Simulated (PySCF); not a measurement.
COS.

```xyz
3

O      0.0000     0.0000    -1.6805
C      0.0000     0.0000    -0.5250
S      0.0000     0.0000     1.0371
```

Geometry optimised at B3LYP-D3(BJ)/def2-TZVP.

These are PySCF with PBE/pcSseg-2 values and carry that method's errors. Non-relativistic, no solvent.

### Question
Give the absolute GIAO shielding of each atom: isotropic value and principal components (ppm). (An estimate is asked for; the answer gives what the named calculation found.)

### Answer

```json
[
 {"atom": "O1", "σ(iso)": "72.2", "σ11": "-99.3", "σ22": "-99.3", "σ33": "415.1", "span": "514.3"},
 {"atom": "C2", "σ(iso)": "23.0", "σ11": "-110.1", "σ22": "-110.1", "σ33": "289.2", "span": "399.3"},
 {"atom": "S3", "σ(iso)": "768.8", "σ11": "622.6", "σ22": "622.6", "σ33": "1061.3", "span": "438.7"}
]
```
